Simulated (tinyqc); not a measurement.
A ladder of methods, and size consistency: correlation methods against full CI in the sto-3g basis, for LiH, spin multiplicity 1. Computed by the program tinyqc with PySCF. All electrons correlated; +Q is the Davidson correction (1 - c0^2) E_corr. The last columns treat two copies 100 angstrom apart as one system. FCI is the lowest singlet.

Geometry (angstrom):
```
atom       x       y       z
Li    0.0000  0.0000  0.0000
H     0.0000  0.0000  1.5220
```

RHF energy of one = -7.863356 hartree

Correlation energies (hartree):
```
method   E_corr of one  share of FCI (%)  E_corr of two at 100 angstrom  two minus twice one (mhartree)
MP2          -0.012339           63.9541                      -0.024678                       -2.12e-05
CISD         -0.019281           99.9364                      -0.037720                          0.8418
CISD+Q       -0.019729          102.2584                      -0.039306                          0.1518
CCSD         -0.019284           99.9501                      -0.038567                       -4.63e-05
CCSD(T)      -0.019291           99.9902                      -0.038583                       -4.62e-05
FCI          -0.019293          100.0000                              -                               -
```

What does the comparison show, and why?

MP2 recovers 64 %, CISD 99.9 % and CCSD 100.0 % of the FCI value (c0^2 = 0.977 in CISD). MP2 and coupled cluster are size consistent, so their last column vanishes but for a trace of long-range electrostatics; CISD loses 0.84 mhartree, since a double excitation on each copy is a quadruple of the pair, and the Davidson correction leaves +0.15.
